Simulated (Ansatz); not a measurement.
**SrCo$_{2}$P$_{2}$ (I4/mmm)**

The calculation used DFT PBEsol, scalar-relativistic, plane waves, PAW in Ansatz 0.2.0.

Cutoff 420 eV; k points 14×14×14 on the computed 5-atom cell (Γ-centred); Gaussian smearing, width 0.10 eV; collinear spin from starting moments 0 0.35 0.35 0 0 μB.

The structure is relaxed at this level of theory with its symmetry kept. Whether it is the stable form of this composition wasn't checked.

```cif
data_structure
_symmetry_space_group_name_H-M 'P 1'
_symmetry_Int_Tables_number 1
_cell_length_a 6.3012
_cell_length_b 6.3012
_cell_length_c 6.3012
_cell_angle_alpha 145.633
_cell_angle_beta 145.633
_cell_angle_gamma 49.392
_cell_volume 79.36
loop_
_atom_site_label
_atom_site_type_symbol
_atom_site_fract_x
_atom_site_fract_y
_atom_site_fract_z
_atom_site_occupancy
Sr1 Sr 0.00000 0.00000 0.00000 1
Co1 Co 0.75000 0.25000 0.50000 1
Co2 Co 0.25000 0.75000 0.50000 1
P1 P 0.35034 0.35034 0.00000 1
P2 P 0.64966 0.64966 0.00000 1
```

| Quantity | Value |
| --- | --- |
| Space group | I4/mmm (No. 139) |
| Volume per atom | 15.87 Å³ |
| Formation energy from the elements' standard states (uncorrected) | -0.911 eV/atom |
| Kohn–Sham band gap | none (metal) |
| Density of states at the Fermi level | 3.18 states/eV per cell |
| Löwdin character within 0.5 eV of the Fermi level | Co 3d 58 %, P 3p 26 %, unprojected 11 % |
| Bulk modulus | 90 GPa |
| Its pressure derivative | 3.0 |
| Bader charges (e) | Sr (1 in the cell) 1.32, Co (2 in the cell) 0.04, P (2 in the cell) -0.70 |
| Total moment | 0.65 μB per cell |
| Site moments (μB; atoms counted from 1 over the whole cell) | Co (atom 2) 0.32, Co (atom 3) 0.32 |

Only this magnetic start was tried.

1 further run of this set didn't finish or converge.

Cost: 7 runs of about 42 core-minutes in all, on Arm Neoverse V2 (shared hosts).